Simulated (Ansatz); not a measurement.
`N[Si]F`, relaxed with RKS PBE0-D4/def2-TZVP in the Gaussian-basis code of Ansatz from a PBE-D4/def2-SVP geometry. The force threshold is 0.005 eV/Å; the program also tests the step.

Total charge 0; spin multiplicity 1.

Start:

```xyz
5

N    -0.581    0.168   -0.043
Si    0.997    0.188   -0.753
F     1.785   -0.684    0.423
H    -0.808   -0.289    0.848
H    -1.393    0.617   -0.475
```

| step | energy (eV) | largest force (eV/Å) | largest move (Å) |
| --- | --- | --- | --- |
| 1 | -12113.2712 | 1.040 | 0.000 |
| 2 | -12113.3044 | 0.611 | 0.018 |
| 3 | -12113.3171 | 0.025 | 0.019 |
| 4 | -12113.3172 | 0.016 | 0.004 |
| 5 | -12113.3173 | 0.024 | 0.004 |
| 6 | -12113.3174 | 0.014 | 0.003 |
| 7 | -12113.3174 | 0.002 | 0.001 |

End:

```xyz
5

N    -0.572    0.162   -0.036
Si    0.980    0.180   -0.734
F     1.765   -0.668    0.405
H    -0.810   -0.283    0.839
H    -1.363    0.609   -0.474
```

Run time 8 s (2 threads of a server CPU on a shared host); peak host memory 0.18 GiB.
